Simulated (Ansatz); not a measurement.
A made-up structure of CH2MgSi, closed shell:

| atom | x (Å) | y (Å) | z (Å) |
| --- | --- | --- | --- |
| Mg1 | -1.6212 | -0.0507 | -0.5006 |
| C2 | 0.2606 | -0.6578 | -0.0361 |
| Si3 | 1.5710 | 0.1801 | 0.5076 |
| H4 | -3.2068 | 0.4116 | -0.8992 |
| H5 | 0.0495 | -1.3985 | 0.6922 |

It is relaxed with PBE-D4/def2-SVP and then PBE0-D4/def2-TZVP (Ansatz 0.2.0). Atoms count as bonded within 1.22 times the sum of their covalent radii (H–H: 0.88 Å). The end point is not checked to be a true minimum.

Q: Does its bonding change? (Judge from chemistry; the calculation decides.)

A: Computed: Yes. Formed: Mg1–Si3; broken: none.

Where it ends: The first stage lowers the energy by 0.58 eV in 11 steps. It ends as CH₂MgSi ([CH]1[MgH][Si]1):
Mg1  (-1.447, 0.110, -0.419)
C2  (0.311, -0.821, 0.373)
Si3  (1.225, 0.538, 0.139)
H4  (-3.012, 0.477, -0.963)
H5  (-0.024, -1.820, 0.635)
(Å)

Labels in which every atom is bracketed show which atoms are joined, not bond orders.

For scale, one of the runs: PBE0-D4/def2-TZVP relaxation, 112 basis functions, launched by `ansatz run in.yaml --threads 2 --pin off --events-out ev --progress --plain --max-ram 4352MiB`. Hardware: 2 CPU threads of an Arm Neoverse V1, shared host. Wall time about 9.5 s.
